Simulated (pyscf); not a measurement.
PySCF, gas phase, ωB97X-D3(BJ)/def2-SVP geometries. Correlated levels are frozen-core, on RHF or UHF. ΔMP2 is the change of the MP2 total energy from the triple- to the quadruple-zeta basis.

Problem. Estimate the classical barrier height and the reaction energy of F–Ge:–F [singlet] + water (H₂O) -> HO–GeH(F)–F at CCSD(T)/def2-TZVPP + ΔMP2(QZVPP). The step runs on the singlet surface, breaks H–O and forms Ge–O, Ge–H; take the separated reactants as zero.

Solution. ΔE‡ = 40.8 kcal/mol, ΔE = -20.2 kcal/mol. Zero-point energy shifts the barrier by -1.2 kcal/mol. It is an insertion, with an imaginary mode of 1501i cm⁻¹. On the reactant side the descent ends in an adduct with a Ge–O contact (not fully relaxed), 16.0 kcal/mol under the separated species and 55.7 kcal/mol under the saddle at ωB97X-D3(BJ)/def2-TZVP. What is counted as formed (Ge–O) is already present as a longer contact in the reactant adduct; forming that adduct is a step of its own. This is the saddle that the search found; another between the same sides may lie lower. The CCSD(T) − MP2 part came from Ansatz, without density fitting, on the same reference. The frozen core leaves the outer d or s,p core shells of the metals and heavy elements correlated in the MP2 and CC values, and def2-TZVPP describes them poorly, which can shift differences by a few kcal/mol. Elements up to Kr have no core potential and no relativistic terms here.
